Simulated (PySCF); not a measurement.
Several species in one continuum solvent.

Computed with PySCF at PBE0/pcSseg-1, non-relativistic, each on one gas-phase PBE0-D3(BJ)/def2-SVP geometry that isn't relaxed in the solvent. The solvent is an IEF-PCM continuum (Bondi radii, 1.10 Å for H, scaled by 1.2). Only the electrostatic response of the medium enters.

Question: Order them by E(solvent) − E(gas) in methanol (ε = 32.61), most negative first (kcal/mol).
A. `C=C=[C]` [singlet]
B. `CC1=CC1(F)F`
C. (E)-diazene (`[H]/N=N/[H]`)
D. `[F:1][CH2:2][C:3]1=[C:4]([F:5])[CH2:6]1` with F1–C2–C3–C4 -2°

Answer: A (-7.1), C (-4.5), B (-4.2), D (-2.9).

| SMILES | charge | ΔE (kcal/mol) | polarisation term (kcal/mol) | HOMO shift (eV) | dipole gas (D) | dipole solvent (D) | atoms |
| --- | --- | --- | --- | --- | --- | --- | --- |
| [C]=C=C | 0 | -7.1 | -9.7 | -0.01 | 4.26 | 6.00 | 5 |
| [H]/N=N/[H] | 0 | -4.5 | -4.9 | -0.01 | 0.00 | 0.00 | 4 |
| CC1=CC1(F)F | 0 | -4.2 | -4.8 | +0.01 | 3.21 | 3.87 | 10 |
| FCC1=C(F)C1 | 0 | -2.9 | -3.4 | +0.18 | 2.32 | 2.91 | 10 |

The polarisation term is half the interaction of the solute with the induced surface charges.
